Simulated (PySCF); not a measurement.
Gas-phase reaction: SiF3NH2 + 2 Cl → N + SiH2Cl2 + 3 F

Energies from PySCF, thermal terms from the rigid-rotor harmonic-oscillator model, ideal gas at 1 bar. † marks an energy on the PBE0/def2-TZVP geometry and frequencies; other levels use their own. MP2 and CCSD(T) freeze the core. 6-31G* has spherical d functions here. Open shells (unrestricted): Cl (multiplicity 2, electronic degeneracy 6), N (multiplicity 4), F (multiplicity 2, electronic degeneracy 6); the rest are closed-shell singlets. Spin-orbit splitting is ignored; it lowers the true energy and changes the entropy of Cl, F. SiF3NH2: computed as isolated molecules; such fragments, hydroxides, amides, oligomers or adducts are transient or little studied in the gas. MP2 isn't extrapolated to the basis-set limit; its ΔH°(298 K) is 1385.9 kJ in def2-SVP and 1492.8 kJ in def2-TZVPP. CCSD(T) isn't extrapolated to the basis-set limit; its ΔH°(298 K) is 1298.5 kJ in def2-SVP and 1409.3 kJ in def2-TZVPP. The harmonic model lacks anharmonicity and excited electronic states, which grow with temperature; levels with a mode under 35 cm⁻¹ are left out. Internal rotation in SiF3NH2 is treated as a harmonic vibration of one conformer, which makes the entropy rough.

```csv
level,"ΔE electronic, kJ","ΔH°(298 K), kJ","ΔS°(298 K), J/K","ΔG°(1000 K), kJ"
CCSD(T)/def2-TZVPP†,1442,1409,258,1147
HF/6-31G*,960,927,258,666
M06-2X/def2-TZVP†,1492,1460,258,1198
MP2/def2-SVP†,1418,1386,258,1124
PBE0/def2-QZVP†,1456,1424,258,1162
PBE0/def2-TZVP,1442,1410,258,1148
LDA/def2-TZVP†,1748,1716,258,1454
ωB97M-V/def2-TZVP†,1471,1438,258,1177
```
ΔH° is lowest at HF/6-31G* and highest at LDA/def2-TZVP†. No reference value is set beside these.
